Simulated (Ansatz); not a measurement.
# C₂HClOS: how energies converge with the basis set

One table from this session's results is given with a row withheld; the runs are named, their logs left out.

Program: Ansatz 0.2.0, Gaussian basis. Level of theory: one geometry, several basis sets. These are calculated values, not measurements.

The runs, in order: PBE0-D4/def2-SVP; ωB97M-V/def2-SVP; PBE0-D4/def2-QZVPP; ωB97M-V/def2-QZVPP; the functionals' def2-TZVPP values are taken from earlier runs.

## The geometry

All runs share one geometry, relaxed beforehand with PBE0-D4 in a triple-zeta def2 set.

SMILES `S=C1OC1Cl`, 6 atoms, charge 0, spin multiplicity 1.

Atoms are counted from 1 here; the program's logs count them from 0.

Bond lengths: S1–C2 1.584 Å, C2–O3 1.331 Å, C2–C4 1.440 Å, O3–C4 1.459 Å, C4–Cl5 1.726 Å, C4–H6 1.084 Å. Angles: S1–C2–O3 140.6°, S1–C2–C4 155.9°, O3–C2–C4 63.4°, C2–O3–C4 61.9°, C2–C4–O3 54.7°, C2–C4–Cl5 121.4°, C2–C4–H6 122.4°, O3–C4–Cl5 116.7°, O3–C4–H6 114.3°, Cl5–C4–H6 113.2°.

The first run:

Input file in.yaml:

```yaml
crystal:
  periodic: [false, false, false]
  atoms:
    - {symbol: S, position_ang: [-0.684076, -1.636265, 1.568051]}
    - {symbol: C, position_ang: [-0.411376, -0.599994, 0.400924]}
    - {symbol: O, position_ang: [-1.050598, 0.045592, -0.571860]}
    - {symbol: C, position_ang: [0.375967, 0.301138, -0.399599]}
    - {symbol: Cl, position_ang: [0.818938, 1.865829, 0.178750]}
    - {symbol: H, position_ang: [0.993244, -0.040199, -1.222365]}
basis:
  gaussian: {orbitals: def2-SVP}
hamiltonian: {xc: pbe0, dispersion: d4}
output: {orbitals: {seedname: orbitals}}
```

Among the steps run: PBE0-D4 in def2-SVP; ωB97M-V in def2-SVP; PBE0-D4 in def2-QZVPP; ωB97M-V in def2-QZVPP.

One of the session's tables, all rows but one given; the rest of the session is left out.

It belongs to the step «Functionals by basis». 

| functional | basis | HOMO (eV) | LUMO (eV) |
| --- | --- | --- | --- |
| PBE0-D4 | def2-SVP | -7.13 | -1.94 |
| PBE0-D4 | def2-TZVPP | -7.24 | -2.13 |
| PBE0-D4 | def2-QZVPP | -7.29 | -2.19 |
| ωB97M-V | def2-SVP | -9.24 | 0.37 |
| ωB97M-V | def2-TZVPP | -9.40 | 0.10 |
| ωB97M-V | def2-QZVPP | ? | ? |

Estimate the missing values for ωB97M-V, def2-QZVPP.

**Answer.** HOMO (eV): -9.45; LUMO (eV): 0.00. In the column «HOMO (eV)» it is the lowest.
